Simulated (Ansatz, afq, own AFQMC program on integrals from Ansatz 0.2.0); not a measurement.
**Where AFQMC and coupled cluster stand for BNH3, doublet**

```yaml
atoms:
  - { symbol: B, position_ang: [0.0000, -0.1798, 0.7865] }
  - { symbol: N, position_ang: [0.0000, 0.0674, -0.5650] }
  - { symbol: H, position_ang: [0.0000, 0.6578, 1.6392] }
  - { symbol: H, position_ang: [0.0000, 0.9957, -0.9652] }
  - { symbol: H, position_ang: [0.0000, -0.6620, -1.2589] }
```

Connectivity, by distances: BH–NH2.

Basis cc-pVTZ. Only valence electrons are correlated. Integrals, coupled cluster, full CI and functionals: Ansatz 0.2.0; the random walks run on the same integrals in our own AFQMC program. ph-AFQMC/CISD is guided by a CISD state made of CCSD amplitudes; releasing the constraint for a short imaginary time cuts its bias at the price of noise, slowly where states lie close. Free projection: walkers drawn from exp(T), propagated without any constraint. Its projection time is finite, and what remains of the start isn't in its error. Error bars are statistical, one sigma.

Determinant: UHF, the one that the program's search chose, which needn't be the lowest solution. The geometry is a PBE0/def2-TZVP stationary point of this or a neighbouring charge and spin state.

No full CI on the walks' own integrals is used here. The released AFQMC energy serves as the reference, which it does only where one determinant dominates, the energy is flat over the last release times and near the phaseless one (40 meV or 2 meV an electron, half that with transition metals). On small molecules, where full CI could be run and the noise was under 10 meV, such values lay within 10 meV of it in 19 cases of 20, a flattering rate, since the rule was set on those same cases; what remains of the bias isn't in the error bar.

Cautions: the released value is read at 2.40 1/Eh (meV from the phaseless value at times in 1/Eh: -8 ± 4 at 0.24, -5 ± 4 at 0.51, -14 ± 3 at 0.99, 3 ± 8 at 1.62, -3 ± 7 at 2.40).

- T1 diagnostic: 0.0142
- weight of the determinant in the CISD state: 0.897
- ⟨S²⟩ of the determinant: 0.756
- size of the correlated space: 11 electrons in 100 orbitals

```tsv
level	correlation energy (eV)
MP2	-8.0583
CCSD	-8.5979
CCSD(T)	-8.9123
```

(1) Estimate where phaseless AFQMC with a CISD trial lies against CCSD(T) on the same integrals.

(1) 2.0 ± 0.5 kJ/mol below CCSD(T).

Reference: AFQMC with the constraint released, correlation energy -8.936 ± 0.007 eV.

```json
{"level": "CCSD(T)", "E − E(reference) (kJ/mol)": "2.3 ± 0.7", "share of correlation (%)": "99.74"}
{"level": "ph-AFQMC/HF", "E − E(reference) (kJ/mol)": "-0.9 ± 2.6", "share of correlation (%)": "100.11"}
{"level": "ph-AFQMC/CISD", "E − E(reference) (kJ/mol)": "0.3 ± 0.8", "share of correlation (%)": "99.97"}
{"level": "free AFQMC", "E − E(reference) (kJ/mol)": "-0.7 ± 1.2", "share of correlation (%)": "100.08"}
```

Free projections are given only where their last times agree within the noise and don't stop above the reference; a slow remainder of the start can still hide under it. A walk keeps the symmetry of its determinant, which the program's search chose and which needn't be the lowest solution, so a lower state of the same spin and another symmetry isn't excluded. Released energies are given only where the last usable release times agree within the noise; a slower fall can still hide under it.
